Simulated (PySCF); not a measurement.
Spin states of SiB⁺

Unrestricted PBE0; basis Si STO-3G, B STO-3G; no relativity; PySCF 2.14. Outer shells of the fragments: Si+ 3s2 3p1; B 2s2 2p1.

Followed along the bond (rough minima from three points):

```json
{"2Ms+1": "3", "unpaired": "σ ↑, π ↑", "⟨S²⟩ at the start": "2.00", "R at minimum (Å)": "2.03", "Te (eV)": "0.00"}
{"2Ms+1": "3", "unpaired": "π ↑↑", "⟨S²⟩ at the start": "2.16", "R at minimum (Å)": "1.85", "Te (eV)": "0.29"}
{"2Ms+1": "1", "unpaired": "σ ↓, π ↑", "⟨S²⟩ at the start": "1.01", "R at minimum (Å)": "2.05", "Te (eV)": "0.34"}
{"2Ms+1": "1", "unpaired": "π ↑↓", "⟨S²⟩ at the start": "1.01", "R at minimum (Å)": "1.87", "Te (eV)": "0.71"}
{"2Ms+1": "1", "unpaired": "none", "⟨S²⟩ at the start": "0.61", "R at minimum (Å)": "1.90", "Te (eV)": "1.49"}
```

Solutions found at the starting distance of 2.030 Å, counted from the lowest of them; the search is not exhaustive and high or unbound solutions are not listed, so other states can lie among these:

```csv
2Ms+1,unpaired,term,E (eV),⟨S²⟩,⟨Lz²⟩,μ (D)
3,"σ ↑, π ↑",³Π,0.00,2.00,1.00,0.86
1,"σ ↓, π ↑",mixed,0.34,1.01,1.00,0.92
3,π ↑↑,³Σ⁻,0.59,2.16,0.00,1.01
1,π ↑↓,mixed,0.95,1.01,2.00,1.07
1,none,mixed,1.61,0.61,2.00,0.95
1,none,¹Σ⁺,1.88,0.00,0.00,-1.49
```

A term symbol is given only where ⟨S²⟩ and ⟨Lz²⟩ are close to those of a pure state; real π, δ and φ orbitals otherwise mix terms. A positive dipole points towards B; it is taken about the centre of mass and depends on that origin.

Task: Compare the gap between the two lowest followed solutions at the starting distance with the gap between their minima.

Result: At PBE0 the second solution (triplet, unpaired electrons π ↑↑) lies +0.59 eV from the first (triplet, unpaired electrons σ ↑, π ↑) at 2.030 Å and +0.29 eV at the minima; the two curves relax by different amounts, since their minima lie near 1.85 and 2.03 Å.

STO-3G is very small, so such numbers show the basis as much as the molecule.
